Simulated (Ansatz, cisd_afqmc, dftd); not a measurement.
Reaction: C3H6 (SMILES C1CC1) → C3H5 (SMILES [CH]1CC1, doublet) + H (doublet) (the C-H bond breaks)
Each species at its own B3LYP-D3(BJ)/def2-TZVP minimum (Ansatz, an electronic-structure program).

Wanted: bond dissociation energy (electronic), in kcal/mol. UHF or UKS for unpaired electrons; spin-orbit terms are left out. Correlated methods leave the cores frozen. Rows without X2C or -DK are non-relativistic. The Monte Carlo rows (phaseless AFQMC, CISD trial, step 0.005/hartree) carry one-sigma bars that omit the constraint's bias. Outlying blocks are dropped, and bars are widened where a walk drifts. Over all cases where full CI ran beside it in this data, AFQMC minus full CI had a median of +0.1 mEh and passed +0.4 mEh in a tenth of the cases. CBS(X,Y): correlation extrapolated as X^-3, Hartree-Fock from the larger set. A bracket is a step between two methods taken in the basis named. The functionals are non-relativistic, so their misses hold any scalar relativity. '+ core + X2C': CCSD(T) terms for core correlation (cc-pwCVTZ) and scalar relativity (cc-pVTZ-DK). For partners of very few electrons the exact lower level stands in for a higher one.

| level | program | bond dissociation energy (kcal/mol) | difference against the last row |
|---|---|---|---|
| HF/cc-pVTZ | Ansatz | 90.8 | -25.6 |
| CAM-B3LYP-D3(BJ)/def2-TZVPD | Ansatz + dftd3 | 114.2 | -2.2 |
| MP2/cc-pVTZ | Ansatz | 115.5 | -0.9 |
| CCSD(T)/CBS(cc-pVTZ,cc-pVQZ) | Ansatz | 116.4 | 0.0 |
| CCSDT(Q)/cc-pVDZ | Ansatz | 111.7 | -4.7 |
| AFQMC/CISD/cc-pVDZ | cisd_afqmc | 111.9 ± 0.4 | -4.5 |
| CCSD(T)/CBS(cc-pVTZ,cc-pVQZ) + [CCSDT(Q) - CCSD(T)]/cc-pVDZ + core + X2C | Ansatz | 116.4 | 0.0 |
